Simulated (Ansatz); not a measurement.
Mulliken charges of `C#CC(O)S` from ωB97M-V/def2-TZVPP in Ansatz (PBE0-D4/def2-TZVP geometry).

| atom | x (Å) | y (Å) | z (Å) | charge (e) |
| --- | --- | --- | --- | --- |
| C1 | -0.369 | 1.419 | -1.313 | 0.021 |
| C2 | 0.107 | 0.617 | -0.557 | -0.384 |
| C3 | 0.645 | -0.395 | 0.338 | 0.097 |
| O4 | 0.560 | -1.685 | -0.188 | -0.271 |
| S5 | -0.104 | -0.210 | 2.004 | -0.123 |
| H6 | -0.779 | 2.138 | -1.982 | 0.241 |
| H7 | 1.709 | -0.215 | 0.507 | 0.135 |
| H8 | -0.362 | -1.869 | -0.396 | 0.174 |
| H9 | -1.320 | 0.153 | 1.569 | 0.110 |

Q: By hand: the dipole of these point charges (1 e Å = 4.8032 D).

A: Σ q r = (-0.290, 0.415, -0.282) e Å, of length 0.580 e Å = 2.79 D.

Q: How does the dipole of the full density compare? (Best estimate.)

A: The calculation gave: (-0.289, 0.174, -0.203) e Å, 1.89 D; the point charges give 1.48 times that, at 21° from its direction.

Point charges leave out the atoms' own dipoles, such as those of lone pairs, and Mulliken's split depends on the basis, so the two needn't agree.
